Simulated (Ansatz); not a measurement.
Input (CCSDT(Q)/cc-pVDZ; Ansatz, an electronic-structure program):

Ansatz 0.2 input:
```yaml
crystal:
  periodic: [false, false, false]
  atoms:
    - {symbol: O, position_ang: [-1.03161242, -0.43547658, -0.01906221]}
    - {symbol: C, position_ang: [0.00415137, 0.42058817, 0.00392352]}
    - {symbol: O, position_ang: [1.15861150, 0.10574915, 0.01788813]}
    - {symbol: H, position_ang: [-0.66969788, -1.33749408, -0.02206250]}
    - {symbol: H, position_ang: [-0.37120299, 1.45178455, 0.00791402]}
basis:
  gaussian:
    orbitals: cc-pVDZ
magnetization: {spin_polarized: false}
correlation: {method: ccsdt_q, electrons: outside_noble_gas}
```

Output:

```
Functional definition: HF
integrals: 0.03 GiB planned
939 factors; integrals over basis functions are off by at most 2.1e-7 eV
mean field: 0.13 GiB planned
mean field evaluation 1: about -5134.2205 eV, gradient 3.8e1 eV
mean field evaluation 2: about -5134.2239 eV, gradient 3.8e1 eV
mean field evaluation 4: about -5136.9750 eV, gradient 3.2e0 eV
mean field evaluation 8: about -5137.0143 eV, gradient 4.3e-1 eV
mean field evaluation 16: about -5136.9699 eV, gradient 3.2e0 eV
mean field -5137.01603829 eV, -188.7818574125 hartree, gradient 1.3e-6 eV, S^2 0.000000; 0 other end points of the search recorded, 0 dependent functions left out
3 core orbitals not correlated
reference -5137.01603829 eV, -188.7818574125 hartree; 9, 9 occupied and 40, 40 virtual orbitals, 939 factors
second order -13.57498401 eV of doubles, -0.00000000 eV of singles
coupled cluster: 0.60 GiB planned
cycle   1  -13.45067014 eV  change    1.2e-1 eV  update   1.1e-1
cycle   2  -14.02870103 eV  change   -5.8e-1 eV  update   5.7e-2
cycle   3  -14.39101356 eV  change   -3.6e-1 eV  update   2.3e-2
cycle   4  -14.35234306 eV  change    3.9e-2 eV  update   7.3e-3
cycle   5  -14.33381446 eV  change    1.9e-2 eV  update   3.5e-3
cycle   6  -14.33746938 eV  change   -3.7e-3 eV  update   1.4e-3
cycle   7  -14.33941823 eV  change   -1.9e-3 eV  update   5.7e-4
cycle   8  -14.33915650 eV  change    2.6e-4 eV  update   2.6e-4
cycle   9  -14.33874188 eV  change    4.1e-4 eV  update   1.2e-4
cycle  10  -14.33894165 eV  change   -2.0e-4 eV  update   5.1e-5
cycle  11  -14.33876506 eV  change    1.8e-4 eV  update   2.1e-5
cycle  12  -14.33877646 eV  change   -1.1e-5 eV  update   8.3e-6
cycle  13  -14.33878488 eV  change   -8.4e-6 eV  update   3.9e-6
cycle  14  -14.33878467 eV  change    2.1e-7 eV  update   1.5e-6
perturbative correction -0.04535200 eV, -0.0016666552 hartree
Total energy: -5151.40017495 eV, -189.3104646850 hartree
```
